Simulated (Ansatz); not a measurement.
Gas-phase electronic energies from Ansatz, PBE0-D4/def2-TZVP geometries. CCSD(T)/CBS adds triple-zeta CCSD(T) − MP2 to the extrapolated MP2 energy (def2 sets, frozen cores). This one scheme is used for every species. Functionals use def2-TZVPP. One conformer a species, not always the lowest.

Reaction (substitution at a C–C bond): `CC(O)CF` + HCl → `CC(O)Cl` + `CF`

`CC(O)CF`:

```xyz
12

C     0.709    1.211   -0.068
C     0.248   -0.168    0.341
O     1.173   -1.105   -0.167
C    -1.136   -0.460   -0.185
F    -1.504   -1.744    0.196
H     0.732    1.298   -1.157
H     0.047    1.981    0.334
H     1.716    1.390    0.307
H     0.212   -0.233    1.439
H     0.827   -1.984    0.017
H    -1.875    0.236    0.222
H    -1.148   -0.423   -1.278
```

HCl:

```xyz
2

Cl   -0.465   -0.437    0.043
H     0.465    0.437   -0.043
```

`CC(O)Cl`:

Z-matrix (Å, degrees):
```
C
C 1 1.507
H 1 1.090 2 111.0
H 1 1.093 2 110.4 3 120.0
H 1 1.093 2 109.0 3 -120.3
O 2 1.375 1 114.0 3 177.9
Cl 2 1.825 1 108.5 3 -58.1
H 2 1.089 1 112.3 3 56.5
H 6 0.963 2 108.9 1 51.9
```

`CF`:

Cartesian coordinates in Å:
```
C -0.014 0.054 0.024
F 0.303 -1.168 -0.523
H -0.579 0.637 -0.706
H 0.908 0.579 0.284
H -0.618 -0.102 0.921
```

```tsv
level	ΔE (kJ/mol)
ωB97M-V	26.7
MP2/CBS(def2)	25.8
```

Q: What does CCSD(T)/CBS give? (Estimate.)

A: The calculation gave: +28.1 kJ/mol. The listed levels differ from it by -1.4, -2.3 kJ/mol.

Largest T1 diagnostic among the species: 0.010.

Leaving LDA and LC-ωPBE aside and taking each functional with its dispersion term where it has one, the values, not all of them listed here, spread over 11.9 kJ/mol, from BLYP-D4 to CAM-B3LYP-D4. LDA lies +11.9 kJ/mol from PBE without D4. From r2SCAN to r2SCAN0 (25 % exact exchange), in def2-TZVPP and without D4, ΔE moves by +3.5 kJ/mol. In def2-TZVPP, CCSD(T) changes the Hartree–Fock value by +5.6 kJ/mol (the triples alone add −1.9 kJ/mol) and MP2 by +3.3 kJ/mol.
